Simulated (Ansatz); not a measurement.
Two structures of CH$_{3}$Cl$_{2}$ (charge -1), singlet, reached by relaxing down either side of one saddle point (PBE0-D4/def2-TZVPD). Energies are electronic, without zero-point energy. Ansatz 0.2.0; basis: def2-TZVPPD and def2-QZVPPD; cores frozen in the correlated methods. Extrapolation: Hartree–Fock as exp(−7.88 √X), correlation as X^−2.97. First:

```tsv
atom	x (Å)	y (Å)	z (Å)
Cl1	-1.4395	-0.2006	1.6611
C2	-0.2563	-0.0357	0.2958
Cl3	1.7888	0.2493	-2.0641
H4	-0.4000	-0.8639	-0.3878
H5	0.7471	-0.0543	0.7040
H6	-0.4401	0.9052	-0.2089
```

Second:

```
6
angstrom
Cl -1.7880 -0.2492 2.0633
C 0.2562 0.0357 -0.2957
Cl 1.4393 0.2006 -1.6608
H -0.3381 -0.8553 -0.4592
H 0.8089 -0.0457 0.6327
H -0.3783 0.9138 -0.2802
```

(1) Which bonds change from the first to the second?

(2) Give the saddle point's structure and its height above each. (An estimate is asked for; the value comes from the calculation.)

T1 diagnostic: at most 0.017.

Answers

(1) [CH₃Cl ([CH3][Cl]) + Cl]⁻ → [CH₃Cl ([CH3][Cl]) + Cl]⁻; bonds formed: C2–Cl3; bonds broken: Cl1–C2.

(2) The calculation gives: 13.47 kcal/mol above the first and 13.47 kcal/mol above the second (CCSD(T) at an estimated basis limit (MP2 extrapolated from triple and quadruple zeta, plus CCSD(T) − MP2 in triple zeta)).
Cl1  (-1.502, -0.209, 1.734)
C2  (0.000, 0.000, 0.000)
Cl3  (1.502, 0.209, -1.733)
H4  (-0.385, -0.897, -0.442)
H5  (0.812, -0.052, 0.698)
H6  (-0.427, 0.950, -0.256)
(Å)

Labels in which every atom is bracketed show which atoms are joined, not bond orders.

For scale, one of the runs: CCSD(T)/def2-TZVPPD, 190 basis functions, launched by `ansatz run in.yaml --threads 2 --pin off --events-out ev --progress --plain --max-ram 4352MiB`. Hardware: 2 CPU threads of an Arm Neoverse V2, shared host. Wall time 37 s; peak host memory 1.9 GiB.
